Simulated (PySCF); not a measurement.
## TDDFT excited states: C3H2ClOP

Compound: C3H2ClOP.
InChI=1S/C3H2ClOP/c4-3-1-6-2-5-3/h1-2H

Computed, not measured: TDDFT B3LYP/def2-SVPD, vertical, gas phase, core orbitals frozen in the response (PySCF). Isolated species at its GFN2-xTB geometry, gas phase.

| state | E (eV) | ν̃ (cm⁻¹) | f | \|μ\| (D) | symmetry | main configurations (H = HOMO, L = LUMO) |
| --- | --- | --- | --- | --- | --- | --- |
| S1 | 5.10 | 41170 | 0.067 | 1.87 | A′ | H→L (88%), H-1→L (8%) |
| S2 | 5.67 | 45760 | 0.033 | 1.24 | A′ | H→L+1 (55%), H-1→L (37%) |
| S3 | 5.69 | 45870 | 0.0007 | 0.18 | – | H→L+2 (95%) |
| S4 | 5.84 | 47100 | 0.0090 | 0.64 | A″ | H-2→L (94%) |
| S5 | 6.35 | 51200 | 0.016 | 0.81 | A″ | H→L+3 (95%) |
| S6 | 6.50 | 52420 | 0.317 | 3.59 | A′ | H-1→L (48%), H→L+1 (35%) |
| S7 | 6.53 | 52690 | 0.013 | 0.74 | A″ | H→L+4 (84%), H-1→L+2 (10%) |
| S8 | 6.94 | 55970 | 0.0012 | 0.21 | – | H-1→L+2 (80%), H→L+4 (9%) |

Triplets (Tamm–Dancoff): T1 3.21 eV, H→L (94%); T2 4.57 eV, H→L+1 (74%), H-1→L (15%), H-1→L+1 (8%); T3 4.96 eV, H-2→L (90%).

The lowest singlet lies at 5.10 eV (243 nm, ultraviolet) and is of moderate strength; its leading configuration is HOMO→LUMO (88%). The strongest level in the table is S6 at 6.50 eV (191 nm, f = 0.317). Löwdin shares by element: HOMO carbon 46% or more, phosphorus 20%, chlorine 14% (atoms not listed hold the other 20%); LUMO carbon 37% or more, phosphorus 36%, oxygen 16%. Of the 8 states listed, 5 reach f = 0.01 and none stays under 0.0005. Orbital energies (eV): HOMO-3 -9.49, HOMO-2 -8.31, HOMO-1 -8.05, HOMO -6.80, LUMO -1.42, LUMO+1 -0.23, LUMO+2 -0.07. The listed states span 1.83 eV, and the widest gap between neighbours is 0.57 eV (S1 to S2). Symmetry labels in Cs follow from the direction of the transition dipole and are given only for states with f of 0.002 or more. Only the lowest 8 singlets were computed, as vertical energies without vibronic structure.

The run took about 30 s of CPU time (one thread, shared machine).
